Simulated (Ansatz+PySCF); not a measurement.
The numbers below are computed, except where a source is named.
This PySCF input gave a total energy of -108.40902 hartree.

```python
from pyscf import gto, scf

mol = gto.M(atom="""
N 0.000000 0.000000 -1.097750
N 0.000000 0.000000 1.097750
""", basis='6-31g', charge=0, spin=0)
mf = scf.RHF(mol)
mf.init_guess = 'huckel'
mf.kernel()
while True:  # follow internal instabilities
    mo, _, stable, _ = mf.stability(return_status=True)
    if stable: break
    mf.kernel(mf.make_rdm1(mo, mf.mo_occ))
print(mf.converged, mf.e_tot, mf.spin_square()[0])
```

Question: Write an input for Ansatz with the same method and basis set.

Answer:

```yaml
crystal:
  periodic: [false, false, false]
  atoms:
    - { symbol: "N", position_ang: [0.0, 0.0, -1.09775] }
    - { symbol: "N", position_ang: [0.0, 0.0, 1.09775] }
basis:
  gaussian: { orbitals: "6-31G" }
hamiltonian:
  xc: hf
```

Ansatz (development build ahead of 0.2.0) gave -108.40902 hartree, 0.03 meV from the first. Caution: an unrestricted determinant lies well below; the determinant breaks the point group.
